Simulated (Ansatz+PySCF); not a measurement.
The numbers below are computed, except where a source is named.
This Ansatz input gave a total energy of -76.09173 hartree.

```yaml
crystal:
  periodic: [false, false, false]
  atoms:
    - { symbol: O, position_ang: [0.0, 0.0, -0.13761] }
    - { symbol: H, position_ang: [0.0, 0.8673, 0.55045] }
    - { symbol: H, position_ang: [0.0, -0.8673, 0.55045] }
basis:
  gaussian: { orbitals: "6-31G" }
magnetization:
  spin_polarized: true
hamiltonian:
  xc: hf
correlation:
  method: mp2
  frozen_orbitals: { H: 0, O: 1 }
scf:
  omitted_lower_state_checks: [stability, starts, atomic_configurations, cluster_reference, orbital_swaps, given_window_search, neighbouring_geometries, increment]
```

Problem. Write an input for PySCF with the same method and basis set.

Solution.

```python
from pyscf import gto, scf, mp

mol = gto.M(atom="""
O 0.000000 0.000000 -0.137610
H 0.000000 0.867300 0.550450
H 0.000000 -0.867300 0.550450
""", basis='6-31g', charge=0, spin=0)
mf = scf.UHF(mol)
mf.kernel()
pt = mp.MP2(mf, frozen=1).run()
print(mf.e_tot, pt.e_corr, pt.e_tot)
```

PySCF 2.14.0 gave -76.09173 hartree, 0.05 meV from the first. Caution: bonds are stretched, where a single reference can fail.
